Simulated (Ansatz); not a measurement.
# C2 (singlet): RKS PBE0, RPA-PBE over a scan of the distance C1–C2, 6-31G

How well do these functionals follow the top wave-function level for C2 (singlet) over a scan of the distance C1–C2?

Program: Ansatz 0.2.0, Gaussian basis. Level of theory: 6-31G, all electrons in the functionals, frozen cores in the correlation of double hybrids and RPA. These are calculated values, not measurements.

Plan: RKS PBE0, RPA-PBE, at 1.004 Å; 1.103 Å; 1.246 Å; 1.390 Å; 1.541 Å; 1.720 Å; 1.968 Å; 2.351 Å; 2.698 Å; 3.405 Å; 4.220 Å.

33 further runs of the same task are left out: 6 for a known fault of the program, 25 that didn't finish, 2 set aside as unsound or not needed.

## Step 1: What is computed

The geometry derives from a PBE0/def2-TZVP stationary point (not a proven minimum). One bond is set to the value named and the two fragments are kept rigid.

2 atoms, charge 0, spin multiplicity 1.

Atoms are counted from 1 here; the program's logs count them from 0.

Bond lengths: C1–C2 1.246 Å.

No dispersion term is added.

The geometry shown and the zero of energy belong to the point 1.246 Å. The yardstick, FCI, and other wave-function levels (R restricted, U unrestricted, valence and pair active spaces) come from earlier runs.

## Step 2: RKS PBE0, 1.004 Å

File in.yaml:

```yaml
crystal:
  periodic: [false, false, false]
  atoms:
    - {symbol: C, position_ang: [0.000000, 0.000000, 0.000000]}
    - {symbol: C, position_ang: [0.000000, 0.000000, 1.004000]}
basis:
  gaussian: {orbitals: 6-31G}
hamiltonian: {xc: {name: PBE0}}
```

The run is started by

```sh
> ansatz run in.yaml --threads 1 --pin off --events-out ev --progress --plain --max-ram 2393MiB
```

The runs that follow: RKS PBE0, 1.103 Å; RKS PBE0, 1.246 Å; RKS PBE0, 1.390 Å; RKS PBE0, 1.541 Å; RKS PBE0, 1.720 Å; RKS PBE0, 1.968 Å; RKS PBE0, 2.351 Å; RKS PBE0, 2.698 Å; RKS PBE0, 3.405 Å; RKS PBE0, 4.220 Å; RPA-PBE, 1.004 Å; RPA-PBE, 1.103 Å; RPA-PBE, 1.246 Å; RPA-PBE, 1.390 Å; RPA-PBE, 1.541 Å; RPA-PBE, 1.720 Å; RPA-PBE, 1.968 Å; RPA-PBE, 2.351 Å; RPA-PBE, 2.698 Å; RPA-PBE, 3.405 Å; RPA-PBE, 4.220 Å.

Q: Predict the results of all the runs planned. Wanted: span of the FCI curve; largest miss, RKS PBE0; largest miss, RPA-PBE.

**Answer**, as computed:

| quantity | value |
| --- | --- |
| span of the FCI curve | 5.712 eV |
| largest miss, RKS PBE0 | +3.160 eV (4.220 Å) |
| largest miss, RPA-PBE | -1.464 eV (4.220 Å) |

**Reading.** RKS PBE0 strays by up to 3.160 eV, at 4.220 Å. Functionals and the yardstick converge differently with the basis, so part of each miss in 6-31G is the basis.
